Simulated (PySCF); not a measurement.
**C₄H₅NS: calculation and literature**

Numbering as in the mapped SMILES `[NH2:1][c:2]1[cH:3][cH:4][cH:5][s:6]1`; H(Xn) means a hydrogen on atom n.

Published estimates (parent shift plus substituent increments) and measurements: δ $^{1}$H H(C4) 6.51; H(C5) 6.35; H(C3) 6.01 ppm (estimated from measurements, as parent shift plus tabulated substituent increment; solution, not stated per compound (mostly CDCl3 or CCl4); Pretsch, Buehlmann, Badertscher, Structure Determination of Organic Compounds, 4th ed. (2009)).

In vacuum, one conformer, fast rotation and ring inversion assumed for equivalent nuclei, no relativistic terms. Structure optimised with GFN2-xTB; shielding tensors at PBE0/pcSseg-1 (GIAO); PySCF.

Problem. How close does the calculation come?

Solution. 
Reference values: estimated from measurements, as parent shift plus tabulated substituent increment (solution, not stated per compound (mostly CDCl3 or CCl4); Pretsch, Buehlmann, Badertscher, Structure Determination of Organic Compounds, 4th ed. (2009)).
```tsv
atoms	quantity	reference	computed	computed, scaled
H(C4)	δ $^{1}$H	6.51	6.72	6.43
H(C5)	δ $^{1}$H	6.35	6.08	5.83
H(C3)	δ $^{1}$H	6.01	6.06	5.81
```

Computed shifts are σ(ref) − σ with the named reference compound (TMS for H and C) calculated as an isolated molecule at the same level. The measured values may be among those fitted. Scaled to experiment by linear calibration (H and C: mostly CDCl3 data, vs TMS): $^{1}$H: δ = 30.01 − 0.943σ (rms 0.17 ppm, 504 shifts, 0.18 ppm with the 4 outliers that the fit left out). A few per cent of atoms miss by over 2 rms, more outside the fitted compound classes. Hydrogens on heteroatoms aren't scaled, only referred to computed TMS.

Problem. How far are the unscaled $^{1}$H shifts from the references?

Solution. Mean signed difference -0.00 ppm, mean absolute 0.18 ppm over 3 comparisons; the largest is -0.27 ppm at H(C5) (hydrogen on an aromatic CH next to the ring sulfur).
